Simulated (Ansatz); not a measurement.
Basis-set extrapolation for `[O][AlH2]` radical (PBE0-D4/def2-TZVP geometry, frozen core, Ansatz). Multiplicity 2, UHF reference.

```csv
,def2-TZVPP,def2-QZVPP
HF,-317.969865,-317.980932
MP2 correlation,-0.267937,-0.291515
CCSD(T) correlation,-0.303686,-0.325391
```

Energies in hartree. Use E(X) = E(∞) + A·exp(−7.88·√X) for Hartree–Fock and E(X) = E(∞) + B·X^(−2.97) for correlation, with X = 3 and 4.

Problem. What is the CCSD(T) energy at the basis-set limit?

Solution. HF limit: -317.980932 + (-0.011067) × 0.13774 = -317.98246. Correlation limit: -0.325391 + (-0.021705) × 0.74074 = -0.34147. Total: -318.32393 hartree, 132.3 kJ/mol below CCSD(T)/def2-TZVPP.
